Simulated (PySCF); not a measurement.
# SiH⁺: mean field, correlation and small terms against distance

State: ¹Σ⁺, singlet, closed shell. RHF-based CCSD(T) in PySCF 2.14 with Si aug-cc-pV(T+d)Z, H aug-cc-pVTZ and Si aug-cc-pV(Q+d)Z, H aug-cc-pVQZ (frozen core orbitals: 5; no relativity). Correlation energies are extrapolated as n⁻³ (n = 3, 4), Hartree–Fock as (n+1)·exp(−9√n). CV is the change on freezing 1 orbitals instead, in Si cc-pwCVTZ, H cc-pVTZ. SR is the spin-free X2C energy in Si cc-pVTZ-DK, H cc-pVTZ-DK less the non-relativistic one in Si cc-pVTZ, H cc-pVTZ. All energies in eV from Si⁺ + H.

| R (Å) | HF/CBS | CCSD corr. | (T) | CV | SR | total |
| --- | --- | --- | --- | --- | --- | --- |
| 1.3429 | -2.174 | -0.970 | -0.0117 | -0.0031 | 0.0048 | -3.154 |
| 1.4040 | -2.353 | -0.975 | -0.0131 | 0.0010 | 0.0052 | -3.334 |
| 1.4650 | -2.430 | -0.982 | -0.0146 | 0.0040 | 0.0054 | -3.418 |
| 1.5261 | -2.430 | -0.992 | -0.0164 | 0.0063 | 0.0054 | -3.427 |
| 1.5871 | -2.370 | -1.005 | -0.0184 | 0.0079 | 0.0052 | -3.380 |
| 1.6634 | -2.230 | -1.024 | -0.0212 | 0.0092 | 0.0049 | -3.261 |
| 1.7397 | -2.038 | -1.049 | -0.0244 | 0.0098 | 0.0046 | -3.097 |

A fit to the total gives Re = 1.5037 Å, De = 3.431 eV, ωe = 2162.4 cm⁻¹, Be = 7.664 cm⁻¹ (masses 27.9769 and 1.0078 u).

Question: At R = 1.5261 Å the CCSD correlation energy is -0.092961 hartree in the smaller basis and -0.095473 in the larger. Extrapolate it.

Answer: (4³·E4 − 3³·E3)/(4³ − 3³) = -0.09731 hartree; the larger basis holds 98.1 % of it.

The T1 diagnostic is 0.011. The open-shell atoms are computed with UHF. Spin–orbit coupling, excitations beyond (T) and corrections to the Born–Oppenheimer picture are left out.
